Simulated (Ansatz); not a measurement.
# H2O: the cost of one run

Program: Ansatz 0.2.0. Level of theory: the levels named in each step. These are calculated values, not measurements.

### 1 The starting structure

Bond lengths: O1–H2 1.005 Å, O1–H3 1.005 Å. Angles: H2–O1–H3 120.7°.

As a file:

```xyz
3

O     0.0016    0.0556   -0.0004
H    -0.8860   -0.4167   -0.0023
H     0.8607   -0.4666    0.0094
```

### 2 A rough first relaxation, PBE-D4/def2-SVP

This run stands in another session on the same molecule. It ended at:

```xyz
3

O     0.0036    0.1247   -0.0010
H    -0.8382   -0.4526   -0.0017
H     0.8109   -0.4997    0.0093
```

### 3 Relaxation, PBE0-D4/def2-TZVPP

This run stands in another session on the same molecule. It ended at:

```xyz
3

O     0.0031    0.1089   -0.0009
H    -0.8312   -0.4449   -0.0017
H     0.8044   -0.4916    0.0092
```

### 4 Relaxation, CCSD(T)/cc-pV(T+d)Z

Input file input.yaml:

```yaml
crystal:
  periodic: [false, false, false]
  atoms:
    - { symbol: O, position_ang: [0.00312184, 0.10887437, -0.00086439] }
    - { symbol: H, position_ang: [-0.83118968, -0.44487948, -0.00174539] }
    - { symbol: H, position_ang: [0.80436784, -0.49164488, 0.00921978] }
magnetization:
  spin_polarized: true
  initial_magnetization: 1
total_charge: 1
basis:
  gaussian: { orbitals: "cc-pV(T+d)Z.json" }
correlation:
  method: ccsd_t
scf:
  omitted_lower_state_checks: [cluster_reference]
relax:
  f_tol: 0.002
  max_steps: 40
```

Launch:

```
$ ansatz run input.yaml --threads 2 --pin off --max-ram 5120MiB --backend cpu --events-out ev --progress --plain --runs-dir out
```

**Question.** How long does this run take on 2 threads of Arm Neoverse V2, shared host, and how much memory does it need?

About 9 s, with a peak of 0.25 GiB.
